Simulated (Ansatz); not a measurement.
**doublet CHFO+: levels of theory compared**

Wanted: a comparison of 6 runs (UHF/def2-TZVPP, UB3LYP/6-31G*, U-r2SCAN/def2-TZVPP, U-wB97X/def2-TZVPP, USVWN5/def2-TZVPP, UMP2/def2-TZVPP) of doublet CHFO+. 

The calculation is run with Ansatz 0.2.0.

63 further runs of the same task are left out: 63 set aside as unsound or not needed.

**1. Starting point**

CHFO+ has 4 atoms, charge +1, and is taken as a doublet. As SMILES of the parent species, `O=CF`. The shape is that of a PBE0-D4/def2-TZVP optimisation. That shape belongs to the parent species and isn't relaxed for this state.

Bond lengths: O1–C2 1.174 Å, C2–F3 1.336 Å, C2–H4 1.097 Å. Angles: O1–C2–F3 122.9°, O1–C2–H4 127.8°, F3–C2–H4 109.3°.

**2. The energy at UHF/def2-TZVPP (run 1)**

Input file molecule.yaml:

```yaml
crystal:
  periodic: [false, false, false]
  atoms:
    - {symbol: O, position_ang: [-0.889340, 0.201180, 0.827740]}
    - {symbol: C, position_ang: [-0.046400, 0.067520, 0.021620]}
    - {symbol: F, position_ang: [0.585200, -1.091810, -0.181820]}
    - {symbol: H, position_ang: [0.350540, 0.823120, -0.667550]}
basis:
  gaussian: {orbitals: def2-TZVPP}
total_charge: 1
magnetization: {spin_polarized: true, initial_magnetization: 1}
hamiltonian: {xc: hf}
accuracy: high
output: {orbitals: {seedname: orbitals}}
```

Run with:

```
$ ansatz run molecule.yaml --threads 1 --pin off --max-ram 3480MiB --events-out events.jsonl --progress --plain --runs-dir runs
```

Standard output:

```text
Warning: RAYON_NUM_THREADS=1 ignored (pool sized by the plan → 1); use --threads N
Functional definition: HF
  name "HF"
  exchange = exact_x
  correlation = 0
1762 factors; integrals over basis functions are off by at most 3.7e-9 eV
mean field evaluation 1: about -5774.5881 eV, gradient 3.7e1 eV
mean field evaluation 2: about -5774.5912 eV, gradient 3.7e1 eV
mean field evaluation 4: about -5780.0420 eV, gradient 4.8e0 eV
mean field evaluation 8: about -5780.6575 eV, gradient 5.0e-1 eV
mean field evaluation 16: about -5780.6668 eV, gradient 4.4e-8 eV
mean field -5780.66682506 eV, -212.4355875441 hartree, gradient 4.4e-8 eV, S^2 0.770652; 0 other end points of the search recorded, 0 dependent functions left out
reference -5780.66682506 eV, -212.4355875441 hartree; 12, 11 occupied and 95, 96 virtual orbitals, 1762 factors
Total energy: -5780.66682506 eV, -212.4355875441 hartree
```

Run time: 2.6 s. Hardware: 1 thread of Arm Neoverse V2, shared host; peak memory 0.27 GiB.

**3. A single-point energy at UB3LYP/6-31G(d) (Cartesian functions) (run 2)**

Input file in.yaml:

```yaml
crystal:
  periodic: [false, false, false]
  atoms:
    - {symbol: O, position_ang: [-0.889340, 0.201180, 0.827740]}
    - {symbol: C, position_ang: [-0.046400, 0.067520, 0.021620]}
    - {symbol: F, position_ang: [0.585200, -1.091810, -0.181820]}
    - {symbol: H, position_ang: [0.350540, 0.823120, -0.667550]}
basis:
  gaussian: {orbitals: "6-31G*"}
hamiltonian: {xc: {name: B3LYP}}
output: {orbitals: {seedname: orbitals}}
accuracy: high
total_charge: 1
magnetization: {spin_polarized: true, initial_magnetization: 1}
```

Run with:

```
$ ansatz run in.yaml --threads 1 --pin off --max-ram 3480MiB --events-out events.jsonl --progress --plain --runs-dir runs
```

Standard output:

```text
Warning: RAYON_NUM_THREADS=1 ignored (pool sized by the plan → 1); use --threads N
Functional definition: B3LYP
  name "B3LYP"
  parameter a0 = 0.2
  parameter ax = 0.72
  parameter ac = 0.81
  exchange = (1 - a0 - ax)*slater_x + ax*b88_x + a0*exact_x
  correlation = (1 - ac)*vwn_rpa_c + ac*lyp_c
933 factors; integrals over basis functions are off by at most 2.7e-9 eV
mean field evaluation 1: about -5797.6832 eV, gradient 4.5e1 eV
mean field evaluation 2: about -5787.3718 eV, gradient 7.2e1 eV
mean field evaluation 4: about -5804.2701 eV, gradient 4.4e0 eV
mean field evaluation 8: about -5804.4039 eV, gradient 5.3e-1 eV
mean field evaluation 16: about -5804.4071 eV, gradient 1.7e-4 eV
mean field -5804.40707886 eV, -213.3080257797 hartree, gradient 1.2e-8 eV, S^2 0.756079; 0 other end points of the search recorded, 0 dependent functions left out
reference -5804.40709825 eV, -213.3080264921 hartree; 12, 11 occupied and 35, 36 virtual orbitals, 933 factors
Total energy: -5804.40709825 eV, -213.3080264921 hartree
```

It took 2.9 s on 1 thread of Arm Neoverse V2, shared host; peak memory 0.15 GiB.

Run 3 isn't shown in full; the table further down has it.

**4. A single-point energy at U-wB97X/def2-TZVPP (run 4)**

Input file in.yaml:

```yaml
crystal:
  periodic: [false, false, false]
  atoms:
    - symbol: O
      position_ang: [-0.889340, 0.201180, 0.827740]
    - symbol: C
      position_ang: [-0.046400, 0.067520, 0.021620]
    - symbol: F
      position_ang: [0.585200, -1.091810, -0.181820]
    - symbol: H
      position_ang: [0.350540, 0.823120, -0.667550]
basis:
  gaussian:
    orbitals: def2-TZVPP
total_charge: 1
magnetization:
  spin_polarized: true
  initial_magnetization: 1
hamiltonian:
  xc: {name: wB97X}
accuracy: high
output: {orbitals: {seedname: orbitals}}
```

Run with:

```
$ ansatz run in.yaml --threads 1 --pin off --max-ram 3480MiB --events-out events.jsonl --progress --plain --runs-dir runs
```

Standard output, shortened:

```text
Warning: RAYON_NUM_THREADS=1 ignored (pool sized by the plan → 1); use --threads N
Functional definition: wB97X
  name "wB97X"
[...]
      + exact_x_lr(omega)
[...]
      + integral(e_c_pw_opposite_spin*poly(b97_u_opposite, 1, cos1, cos2, cos3, cos4))
1762 factors; integrals over basis functions are off by at most 3.7e-9 eV
219 factors; integrals over basis functions are off by at most 2.7e-9 eV
[...]
mean field -5805.60525434 eV, -213.3520579164 hartree, gradient 3.5e-8 eV, S^2 0.757343; 0 other end points of the search recorded, 0 dependent functions left out
reference -5805.60525259 eV, -213.3520578522 hartree; 12, 11 occupied and 95, 96 virtual orbitals, 1762 factors
Total energy: -5805.60525259 eV, -213.3520578522 hartree
```

Run time: 25 s. Hardware: 1 thread of Arm Neoverse V2, shared host; peak memory 0.53 GiB.

Run 5 isn't shown in full; the table further down has it.

**5. A single-point energy at UMP2/def2-TZVPP (run 6)**

Input file in.yaml:

```yaml
crystal:
  periodic: [false, false, false]
  atoms:
    - {symbol: O, position_ang: [-0.889340, 0.201180, 0.827740]}
    - {symbol: C, position_ang: [-0.046400, 0.067520, 0.021620]}
    - {symbol: F, position_ang: [0.585200, -1.091810, -0.181820]}
    - {symbol: H, position_ang: [0.350540, 0.823120, -0.667550]}
basis:
  gaussian:
    orbitals: def2-TZVPP
total_charge: 1
magnetization:
  spin_polarized: true
  initial_magnetization: 1
correlation:
  method: mp2
  frozen_orbitals: {C: 1, F: 1, H: 0, O: 1}
accuracy: high
```

Run with:

```
$ ansatz run in.yaml --threads 1 --pin off --max-ram 3480MiB --events-out events.jsonl --progress --plain --runs-dir runs
```

Standard output:

```text
Warning: RAYON_NUM_THREADS=1 ignored (pool sized by the plan → 1); use --threads N
[... 4 set-up lines as earlier in the session ...]
1762 factors; integrals over basis functions are off by at most 3.7e-9 eV
mean field evaluation 1: about -5774.5881 eV, gradient 3.7e1 eV
mean field evaluation 2: about -5774.5912 eV, gradient 3.7e1 eV
mean field evaluation 4: about -5780.0420 eV, gradient 4.8e0 eV
mean field evaluation 8: about -5780.6575 eV, gradient 5.0e-1 eV
mean field evaluation 16: about -5780.6668 eV, gradient 4.4e-8 eV
mean field -5780.66682506 eV, -212.4355875441 hartree, gradient 4.4e-8 eV, S^2 0.770652; 2 other end points of the search recorded, 0 dependent functions left out
3 core orbitals not correlated: weight in the atoms' cores, before any rotation towards them, 1.000 or more for the frozen orbitals, at most 0.000 for the correlated occupied ones
reference -5780.66682506 eV, -212.4355875441 hartree; 9, 8 occupied and 95, 96 virtual orbitals, 1762 factors
second order -15.39521104 eV of doubles, -0.00000000 eV of singles
Total energy: -5796.06203609 eV, -213.0013511145 hartree
```

It took 3.9 s on 1 thread of Arm Neoverse V2, shared host; peak memory 0.28 GiB.

**6. The series**

```tsv
run	level	Cartesian functions	frozen core orbitals	energy (Eh)	HOMO energy (eV)	LUMO energy (eV)	⟨S²⟩	wall time
1	UHF/def2-TZVPP	no	–	-212.435588	-25.50	-8.74	0.771	2.6 s
2	UB3LYP/6-31G* (Cartesian functions)	yes	–	-213.308026	-20.17	-15.86	0.756	2.9 s
3	U-r2SCAN/def2-TZVPP	no	–	-213.310413	-19.01	-16.42	0.758	9 s
4	U-wB97X/def2-TZVPP	no	–	-213.352058	-23.13	-12.99	0.757	25 s
5	USVWN5/def2-TZVPP	no	–	-211.884114	-18.77	-17.51	0.753	4.5 s
6	UMP2/def2-TZVPP	no	3	-213.001351	–	–	0.771	3.9 s
```

**7. Outcome**

| quantity | value |
| --- | --- |
| run 6: total energy | -213.00135 Eh |
| run 6: correlation energy (3 core orbitals frozen) | -565.8 mEh |
| run 6: ⟨S²⟩ of the reference determinant | 0.771 |

In words: Totals of different functionals can't be ranked against each other. All runs together took 48 s, the longest 25 s.
